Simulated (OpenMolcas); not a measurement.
# P2H2 (phosphanylidenephosphane): levels of theory compared

Wanted: a comparison of 6 runs (HF/STO-3G, B2PLYP/STO-3G, M06-2X/STO-3G, PBE0/STO-3G, UB3LYP/STO-3G, CISD/STO-3G) of P2H2 (phosphanylidenephosphane). 

Program for the calculation: OpenMolcas 26.06.

1 further run of the same task is left out (for a known fault of the program).

**1. The structure to begin with**

P2H2 has 4 atoms, charge 0, and is taken as a singlet. As SMILES, `P=P`. The P2–H4 distance was set to 1.754 Å, away from the relaxed value.

Bond lengths: P1–P2 2.016 Å, P1–H3 1.403 Å. Angles: P2–P1–H3 94.8°. A long bond or contact: P2–H4 1.754 Å.

**2. The energy at HF/STO-3G (run 1)**

Input file job.inp:

```
&GATEWAY
BasLib=$CurrDir
BasisSet
P.STO-3G....
P1 0.241092 -1.019662 0.317163 angstrom
P2 0.289882 0.987508 0.140553 angstrom
End of Basis
BasisSet
H.STO-3G....
H3 1.302722 -1.083602 1.232133 angstrom
H4 -1.037310 1.067660 -1.003410 angstrom
End of Basis
&SEWARD
&SCF
Thresholds=1e-10 1e-07 1e-07 1e-05
PrOrbitals=1 1
```

The basis set STO-3G is read from a file made from the Basis Set Exchange's data (not shown).

Run with:

```bash
$ export MOLCAS_MEM=1860
$ pymolcas job.inp > job.log
```

What it wrote:

```text
--- Start Module: gateway ---
[...]
--- Stop Module: gateway /rc=_RC_ALL_IS_WELL_ ---
--- Start Module: seward ---
[...]
      Basis functions           20
--- Stop Module: seward /rc=_RC_ALL_IS_WELL_ ---
--- Start Module: scf ---
[...]
       Convergence after  11 Iterations
[...]
::    Total SCF energy                               -674.8695465239
[...]
      Total spin, S                                     0.0000000000
[...]
      Total electronic charge=   32.000000
      Total            charge=   -0.000000
[...]
      Dipole Moment (debye):
      Origin of the operator (angstrom)=    0.2613   -0.0158    0.2252
                   X=  4.2942E-01               Y= -9.1099E-02               Z=  3.7725E-01           Total=  5.7881E-01
      Quadrupole Moment (debye*angstrom):
[...]
--- Stop Module: scf /rc=_RC_ALL_IS_WELL_ ---
[...]
```

It took 1.3 s on 1 thread of Arm Neoverse V2, shared host; peak memory 0.37 GiB.

**3. A single-point energy at B2PLYP/STO-3G (run 2)**

job.inp, as its differences from that of step 2:

```diff
@@ -1,3 +1,4 @@
+>>> EXPORT MOLCAS_PRINT=2
 &GATEWAY
-BasLib=$CurrDir
+BasLib = $CurrDir
 BasisSet
@@ -13,4 +14,10 @@
 &SEWARD
+GridInput
+Grid=UltraFine
+End of Grid
 &SCF
-Thresholds=1e-10 1e-07 1e-07 1e-05
-PrOrbitals=1 1
+KSDFT = B2PLYP_SCF
+Thresholds = 1e-10 1e-07 1e-07 1e-05
+PrOrbitals = 1 1
+&MBPT2
+Frozen = 10
```

The basis set STO-3G is read from a file made from the Basis Set Exchange's data (not shown).

Run with:

```bash
$ export MOLCAS_MEM=1860
$ pymolcas job.inp > job.log
```

What it wrote:

```text
--- Start Module: gateway ---
[...]
--- Stop Module: gateway /rc=_RC_ALL_IS_WELL_ ---
[...]
      Basis functions           20
[...]
--- Start Module: scf ---
[...]
       Convergence after  10 Iterations
[...]
::    Total KS-DFT energy                            -675.7395554088
[...]
      Total spin, S                                     0.0000000000
[...]
      Total electronic charge=   32.000000
      Total            charge=   -0.000000
[...]
      Dipole Moment (debye):
      Origin of the operator (angstrom)=    0.2613   -0.0158    0.2252
                   X=  4.1622E-01               Y= -7.3910E-02               Z=  3.6408E-01           Total=  5.5790E-01
      Quadrupole Moment (debye*angstrom):
[...]
--- Stop Module: scf /rc=_RC_ALL_IS_WELL_ ---
[...]
--- Start Module: mbpt2 ---
[...]
 ###    WARNING: MP2 implementation intended for RHF references only         ###
 ###############################################################################
MBPT2 WARNING: Reference function according to RunFile:KS-DFT
I'll assume you know what you're doing and continue
WARNING!
Default frozen orbitals as non valence orbitals is overwritten by user input.
Default values:  10
[...]
       Reference weight ( Cref**2 )         =        0.84539
::    Total MBPT2 energy                             -675.8982817034
[...]
      Total MBPT2 calculations                           0.03      0.03
--- Stop Module: mbpt2 /rc=_RC_ALL_IS_WELL_ ---
[...]
```

Wall time 2.8 s (1 thread of Arm Neoverse V2, shared host); peak memory 0.37 GiB.

Run 3 isn't shown in full; the table further down has it.

**4. A single-point energy at PBE0/STO-3G (run 4)**

Input file job.input:

```
* H2P2 Kohn-Sham DFT

&GATEWAY
 BasLib=$CurrDir
 BasisSet
 P.STO-3G....
 P1 0.241092 -1.019662 0.317163 angstrom
 P2 0.289882 0.987508 0.140553 angstrom
 End of Basis
 BasisSet
 H.STO-3G....
 H3 1.302722 -1.083602 1.232133 angstrom
 H4 -1.037310 1.067660 -1.003410 angstrom
 End of Basis

&SEWARD
 GridInput
 Grid=UltraFine
 End of Grid

&SCF
 KSDFT=PBE0
 Thresholds=1e-10 1e-07 1e-07 1e-05
 PrOrbitals=1 1
```

The basis set STO-3G is read from a file made from the Basis Set Exchange's data (not shown).

Run with:

```bash
$ export MOLCAS_MEM=1860
$ pymolcas job.input > job.log
```

What it wrote:

```text
--- Start Module: gateway ---
[...]
--- Stop Module: gateway /rc=_RC_ALL_IS_WELL_ ---
--- Start Module: seward ---
[...]
      Basis functions           20
--- Stop Module: seward /rc=_RC_ALL_IS_WELL_ ---
--- Start Module: scf ---
[...]
       Convergence after  11 Iterations
[...]
::    Total KS-DFT energy                            -675.8388396271
[...]
      Total spin, S                                     0.0000000000
[...]
      Total electronic charge=   32.000000
      Total            charge=   -0.000000
[...]
      Dipole Moment (debye):
      Origin of the operator (angstrom)=    0.2613   -0.0158    0.2252
                   X=  3.9457E-01               Y= -5.3250E-02               Z=  3.4330E-01           Total=  5.2571E-01
      Quadrupole Moment (debye*angstrom):
[...]
--- Stop Module: scf /rc=_RC_ALL_IS_WELL_ ---
[...]
```

It took 2.8 s on 1 thread of Arm Neoverse V2, shared host; peak memory 0.37 GiB.

Run 5 isn't shown in full; the table further down has it.

**5. A single-point energy at CISD/STO-3G (run 6)**

Input file job.input:

```
&GATEWAY
 BASLIB=$CurrDir
 BASISSET
 P.STO-3G....
 P1 0.241092 -1.019662 0.317163 angstrom
 P2 0.289882 0.987508 0.140553 angstrom
 End of Basis
 BASISSET
 H.STO-3G....
 H3 1.302722 -1.083602 1.232133 angstrom
 H4 -1.037310 1.067660 -1.003410 angstrom
 End of Basis

&SEWARD

&SCF
 THRESHOLDS=1e-10 1e-07 1e-07 1e-05
 PRORBITALS=1 1

&MOTRA
 FROZEN=10

&GUGA
 ELECTRONS=12
 SPIN=1
 INACTIVE=6
 ACTIVE=0
 CIALL=1

&CPF
 SDCI
```

The basis set STO-3G is read from a file made from the Basis Set Exchange's data (not shown).

Run with:

```bash
$ export MOLCAS_MEM=1860
$ pymolcas job.input > job.log
```

What it wrote:

```text
--- Start Module: gateway ---
[...]
--- Stop Module: gateway /rc=_RC_ALL_IS_WELL_ ---
[...]
      Basis functions           20
[...]
       Convergence after  11 Iterations
[...]
::    Total SCF energy                               -674.8695465239
[...]
      Total spin, S                                     0.0000000000
[...]
      *** WARNING: Default frozen orbitals is overwritten by user input.
      *** Default values:  10
[...]
--- Start Module: guga ---
[...]
--- Stop Module: guga /rc=_RC_ALL_IS_WELL_ ---
--- Start Module: cpf ---
[...]
      Active orbitals                            0       0
[...]
      Spin quantum number                      0.0
[...]
     FINAL CI ENERGY          -675.00377205
     FINAL CORRELATION ENERGY   -0.13422552  REFERENCE ENERGY    -674.86954652
[...]
     REL. CI ENERGY           -675.00377205
[...]
      Total electronic charge=   32.000000
      Total            charge=   -0.000000
[...]
      Dipole Moment (debye):
      Origin of the operator (angstrom)=    0.2613   -0.0158    0.2252
                   X=  3.6840E-01               Y= -8.0385E-02               Z=  3.2387E-01           Total=  4.9706E-01
      Quadrupole Moment (debye*angstrom):
[...]
--- Stop Module: cpf /rc=_RC_ALL_IS_WELL_ ---
[...]
```

Run time: 1.4 s. Hardware: 1 thread of Arm Neoverse V2, shared host; peak memory 0.37 GiB.

**6. The series**

| run | level | frozen core orbitals | integration grid | energy (Eh) | dipole moment (D) of the reference | HOMO energy (eV) | LUMO energy (eV) | wall time |
| --- | --- | --- | --- | --- | --- | --- | --- | --- |
| 1 | HF/STO-3G | – | – | -674.869547 | 0.58 | -5.95 | 4.89 | 1.3 s |
| 2 | B2PLYP/STO-3G | 10 | UltraFine | -675.782412 | 0.56 | -4.80 | 2.62 | 2.8 s |
| 3 | M06-2X/STO-3G | – | UltraFine | -676.097737 | 0.52 | -4.90 | 2.24 | 3.6 s |
| 4 | PBE0/STO-3G | – | UltraFine | -675.838840 | 0.53 | -3.84 | 1.27 | 2.8 s |
| 5 | UB3LYP/STO-3G | – | UltraFine | -676.094615 | 0.56 | -3.63 | 1.09 | 6.3 s |
| 6 | CISD/STO-3G | 10 | – | -675.003772 | 0.58 | -5.95 | 4.89 | 1.4 s |

**7. What came out**

```
                                           quantity          value
                                run 6: total energy  -675.00377 Eh
          run 6: dipole moment (mean-field density)         0.58 D
         run 6: HOMO energy (Hartree–Fock orbitals)       -5.95 eV
         run 6: LUMO energy (Hartree–Fock orbitals)        4.89 eV
       run 6: HOMO–LUMO gap (Hartree–Fock orbitals)       10.84 eV
run 6: correlation energy (10 core orbitals frozen)     -134.2 mEh
```

**Reading.** Over runs 1, 2, 3, 4, 5 the dipole moment (its size) runs from 0.52 D (M06-2X/STO-3G) to 0.58 D (HF/STO-3G). Over runs 1, 2, 3, 4, 5 the HOMO–LUMO gap runs from 4.72 eV (UB3LYP/STO-3G) to 10.84 eV (HF/STO-3G). For B2PLYP the log adds the whole second-order term; the table takes 0.27 of it, as the functional is defined. Totals of different functionals can't be ranked against each other. In runs 1, 2, 3, 4, 5, 6 the basis is minimal, so the values are rough. All runs together took 18 s, the longest 6.3 s.
